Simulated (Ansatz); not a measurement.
Consider the ligand exchange at the Si–O bond: `O[Si]F` + HCl → `F[Si]Cl` + H₂O.

Calculated with Ansatz (gas phase, PBE0-D4/def2-TZVP geometries, no zero-point term in ΔE). CCSD(T)/CBS is extrapolated from def2-TZVPP and def2-QZVPP, frozen cores. Functionals use def2-TZVPP. B3LYP here is the variant with VWN-RPA as its local correlation; programs differ in this. HSE06 is defined as in plane-wave codes. One conformer a species, not always the lowest.

```json
{"level": "PBE-D4", "ΔE (kJ/mol)": "9.4", "difference from CCSD(T)/CBS": "-5.7"}
{"level": "revPBE-D4", "ΔE (kJ/mol)": "7.7", "difference from CCSD(T)/CBS": "-7.4"}
{"level": "BLYP-D4", "ΔE (kJ/mol)": "14.9", "difference from CCSD(T)/CBS": "-0.2"}
{"level": "PBE0-D4", "ΔE (kJ/mol)": "11.1", "difference from CCSD(T)/CBS": "-4.0"}
{"level": "B3LYP-D4", "ΔE (kJ/mol)": "16.4", "difference from CCSD(T)/CBS": "1.3"}
{"level": "r2SCANh-D4", "ΔE (kJ/mol)": "15.1", "difference from CCSD(T)/CBS": "0.0"}
{"level": "HSE06-D4", "ΔE (kJ/mol)": "10.7", "difference from CCSD(T)/CBS": "-4.4"}
{"level": "BHLYP-D4", "ΔE (kJ/mol)": "18.8", "difference from CCSD(T)/CBS": "3.7"}
{"level": "CAM-B3LYP-D4", "ΔE (kJ/mol)": "23.7", "difference from CCSD(T)/CBS": "8.6"}
{"level": "ωB97X-V", "ΔE (kJ/mol)": "19.8", "difference from CCSD(T)/CBS": "4.7"}
{"level": "ωB97M-V", "ΔE (kJ/mol)": "17.3", "difference from CCSD(T)/CBS": "2.2"}
{"level": "PBE", "ΔE (kJ/mol)": "10.3", "difference from CCSD(T)/CBS": "-4.8"}
{"level": "BLYP", "ΔE (kJ/mol)": "16.7", "difference from CCSD(T)/CBS": "1.6"}
{"level": "r2SCAN", "ΔE (kJ/mol)": "15.3", "difference from CCSD(T)/CBS": "0.2"}
{"level": "PBE0", "ΔE (kJ/mol)": "12.0", "difference from CCSD(T)/CBS": "-3.1"}
{"level": "B3LYP", "ΔE (kJ/mol)": "18.1", "difference from CCSD(T)/CBS": "3.0"}
{"level": "r2SCANh", "ΔE (kJ/mol)": "15.3", "difference from CCSD(T)/CBS": "0.2"}
{"level": "BHLYP", "ΔE (kJ/mol)": "21.1", "difference from CCSD(T)/CBS": "6.0"}
{"level": "CAM-B3LYP", "ΔE (kJ/mol)": "24.6", "difference from CCSD(T)/CBS": "9.5"}
{"level": "HF/def2-SVP", "ΔE (kJ/mol)": "18.9", "difference from CCSD(T)/CBS": "3.8"}
{"level": "CCSD/def2-SVP", "ΔE (kJ/mol)": "22.7", "difference from CCSD(T)/CBS": "7.6"}
{"level": "CCSD(T)/def2-SVP", "ΔE (kJ/mol)": "22.2", "difference from CCSD(T)/CBS": "7.1"}
{"level": "MP2/def2-TZVPP", "ΔE (kJ/mol)": "18.7", "difference from CCSD(T)/CBS": "3.6"}
{"level": "SCS-MP2/def2-TZVPP", "ΔE (kJ/mol)": "21.4", "difference from CCSD(T)/CBS": "6.3"}
{"level": "CCSD/def2-TZVPP", "ΔE (kJ/mol)": "22.2", "difference from CCSD(T)/CBS": "7.1"}
{"level": "CCSD/def2-QZVPP", "ΔE (kJ/mol)": "19.4", "difference from CCSD(T)/CBS": "4.3"}
{"level": "CCSD(T)/def2-QZVPP", "ΔE (kJ/mol)": "17.5", "difference from CCSD(T)/CBS": "2.4"}
{"level": "HF/CBS(def2)", "ΔE (kJ/mol)": "23.3", "difference from CCSD(T)/CBS": "8.2"}
{"level": "MP2/CBS(def2)", "ΔE (kJ/mol)": "13.1", "difference from CCSD(T)/CBS": "-2.0"}
{"level": "HF/cc-pV(D+d)Z", "ΔE (kJ/mol)": "21.4", "difference from CCSD(T)/CBS": "6.3"}
{"level": "MP2/cc-pV(D+d)Z", "ΔE (kJ/mol)": "24.3", "difference from CCSD(T)/CBS": "9.2"}
{"level": "HF/cc-pV(T+d)Z", "ΔE (kJ/mol)": "25.7", "difference from CCSD(T)/CBS": "10.6"}
{"level": "MP2/cc-pV(T+d)Z", "ΔE (kJ/mol)": "22.9", "difference from CCSD(T)/CBS": "7.8"}
{"level": "MP2/cc-pV(Q+d)Z", "ΔE (kJ/mol)": "18.5", "difference from CCSD(T)/CBS": "3.4"}
{"level": "CCSD/cc-pV(Q+d)Z", "ΔE (kJ/mol)": "21.9", "difference from CCSD(T)/CBS": "6.8"}
{"level": "CCSD(T)/cc-pV(Q+d)Z", "ΔE (kJ/mol)": "20.2", "difference from CCSD(T)/CBS": "5.1"}
{"level": "HF/CBS(cc)", "ΔE (kJ/mol)": "24.6", "difference from CCSD(T)/CBS": "9.5"}
{"level": "MP2/CBS(cc)", "ΔE (kJ/mol)": "15.8", "difference from CCSD(T)/CBS": "0.7"}
{"level": "CCSD/CBS(cc)", "ΔE (kJ/mol)": "19.5", "difference from CCSD(T)/CBS": "4.4"}
{"level": "CCSD(T)/CBS(cc)", "ΔE (kJ/mol)": "17.6", "difference from CCSD(T)/CBS": "2.5"}
{"level": "CCSD(T)/CBS", "ΔE (kJ/mol)": "15.1", "difference from CCSD(T)/CBS": "0"}
```

Largest T1 diagnostic among the species: 0.015.

From BLYP to BHLYP (50 % exact exchange), in def2-TZVPP and without D4, ΔE moves by +4.4 kJ/mol. At CCSD(T), def2-SVP lies +7.1 kJ/mol from the extrapolated value and def2-TZVPP +5.5 kJ/mol.
